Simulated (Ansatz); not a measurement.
Results of PBE-D4 (Ansatz, an electronic-structure program, PAW) for A-type hexagonal La₂O₃.

Numerical settings: plane-wave cutoff 520 eV, 12×12×6 k mesh (along the axes of the cell as run), Fermi–Dirac smearing 0.01 eV, scalar-relativistic PAW data made under PBE.

Response to compression and expansion:

Shape and atoms are relaxed at each volume.

| V (Å³/atom) | P (GPa) | direct gap at Γ (eV) | smallest gap on the k mesh (eV) | c (Å) |
|---|---|---|---|---|
| 15.591 | 4.96 | 4.631 | 3.869 | 5.944 |
| 15.916 | 2.36 | 4.531 | 3.868 | 6.026 |
| 16.241 | 0.00 | 4.434 | 3.854 | 6.105 |
| 16.566 | -2.16 | 4.337 | 3.840 | 6.179 |
| 16.891 | -4.12 | 4.241 | 3.823 | 6.251 |

The fundamental gap (3.85 eV at the equilibrium volume, with added k points) lies elsewhere than Γ–Γ.

Note: the bulk modulus comes from volumes at which shape and atoms were relaxed.

Spin–orbit coupling is not included.
